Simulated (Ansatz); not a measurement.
Problem. Name a neutral molecule of N, Si and H with ideal-gas entropy at 298 K and 1 bar (rigid rotor, harmonic PBE0-D4/def2-TZVP) between 328 and 344 J/(mol·K) and HOMO–LUMO gap (B3LYP/def2-TZVPP) between 6.90 and 7.20 eV (Ansatz, PBE0-D4/def2-TZVP geometry).

Solution. `[SiH3]N[SiH3]` (336 J/(mol·K), 7.01 eV). Other molecules can fit too; these were computed, each in one conformer that needn't be the lowest.

B3LYP here is the variant with VWN-RPA as its local correlation; programs differ in this.
